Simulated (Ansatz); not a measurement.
`SCCS`, relaxed with RKS PBE0-D4/def2-TZVP in Ansatz from a GFN2-xTB geometry. The force threshold is 0.005 eV/Å; the program also tests the step.

Charge 0, multiplicity 1.

Start:

```xyz
10

S    -1.760    0.320   -1.146
C    -0.391   -0.757   -0.596
C     0.753    0.024    0.016
S     0.285    0.632    1.690
H    -2.008    0.837    0.055
H    -0.055   -1.269   -1.498
H    -0.789   -1.489    0.106
H     1.001    0.889   -0.598
H     1.628   -0.617    0.131
H     1.336    1.430    1.840
```

```json
{"step": "1", "energy (eV)": "-23834.0485", "largest force (eV/Å)": "0.489", "largest move (Å)": "0.000"}
{"step": "2", "energy (eV)": "-23834.0675", "largest force (eV/Å)": "0.303", "largest move (Å)": "0.042"}
{"step": "3", "energy (eV)": "-23834.0729", "largest force (eV/Å)": "0.104", "largest move (Å)": "0.057"}
{"step": "4", "energy (eV)": "-23834.0737", "largest force (eV/Å)": "0.055", "largest move (Å)": "0.022"}
{"step": "5", "energy (eV)": "-23834.0745", "largest force (eV/Å)": "0.035", "largest move (Å)": "0.054"}
{"step": "6 (rejected)", "energy (eV)": "-23834.0708", "largest force (eV/Å)": "0.208", "largest move (Å)": "0.080"}
{"step": "7", "energy (eV)": "-23834.0750", "largest force (eV/Å)": "0.015", "largest move (Å)": "0.039"}
{"step": "8", "energy (eV)": "-23834.0753", "largest force (eV/Å)": "0.166", "largest move (Å)": "0.098"}
{"step": "9", "energy (eV)": "-23834.0759", "largest force (eV/Å)": "0.038", "largest move (Å)": "0.005"}
{"step": "10", "energy (eV)": "-23834.0760", "largest force (eV/Å)": "0.014", "largest move (Å)": "0.022"}
{"step": "11", "energy (eV)": "-23834.0766", "largest force (eV/Å)": "0.036", "largest move (Å)": "0.051"}
{"step": "12", "energy (eV)": "-23834.0776", "largest force (eV/Å)": "0.092", "largest move (Å)": "0.077"}
{"step": "13 (rejected)", "energy (eV)": "-23834.0676", "largest force (eV/Å)": "0.649", "largest move (Å)": "0.191"}
{"step": "14", "energy (eV)": "-23834.0783", "largest force (eV/Å)": "0.107", "largest move (Å)": "0.095"}
{"step": "15", "energy (eV)": "-23834.0842", "largest force (eV/Å)": "0.087", "largest move (Å)": "0.100"}
{"step": "16", "energy (eV)": "-23834.0874", "largest force (eV/Å)": "0.483", "largest move (Å)": "0.150"}
{"step": "17", "energy (eV)": "-23834.0986", "largest force (eV/Å)": "0.453", "largest move (Å)": "0.130"}
{"step": "18", "energy (eV)": "-23834.1264", "largest force (eV/Å)": "0.097", "largest move (Å)": "0.200"}
{"step": "19 (rejected)", "energy (eV)": "-23834.1086", "largest force (eV/Å)": "0.372", "largest move (Å)": "0.137"}
{"step": "20", "energy (eV)": "-23834.1338", "largest force (eV/Å)": "0.075", "largest move (Å)": "0.069"}
{"step": "21", "energy (eV)": "-23834.1414", "largest force (eV/Å)": "0.053", "largest move (Å)": "0.100"}
{"step": "22 (rejected)", "energy (eV)": "-23834.1324", "largest force (eV/Å)": "0.308", "largest move (Å)": "0.150"}
{"step": "23", "energy (eV)": "-23834.1436", "largest force (eV/Å)": "0.073", "largest move (Å)": "0.073"}
{"step": "24 (rejected)", "energy (eV)": "-23834.1433", "largest force (eV/Å)": "0.060", "largest move (Å)": "0.025"}
{"step": "25", "energy (eV)": "-23834.1439", "largest force (eV/Å)": "0.019", "largest move (Å)": "0.012"}
{"step": "26", "energy (eV)": "-23834.1440", "largest force (eV/Å)": "0.001", "largest move (Å)": "0.008"}
```

End:

```xyz
10

S    -1.598    0.628   -0.911
C    -0.359   -0.648   -0.580
C     0.928   -0.138    0.039
S     0.751    0.531    1.711
H    -1.968    0.813    0.366
H    -0.142   -1.084   -1.560
H    -0.805   -1.429    0.037
H     1.397    0.612   -0.599
H     1.632   -0.968    0.146
H     0.164    1.683    1.352
```

Run time 47 s (2 threads of an AMD EPYC 7R13 on a shared host and a share of an NVIDIA H100 80 GB); peak host memory 0.82 GiB.
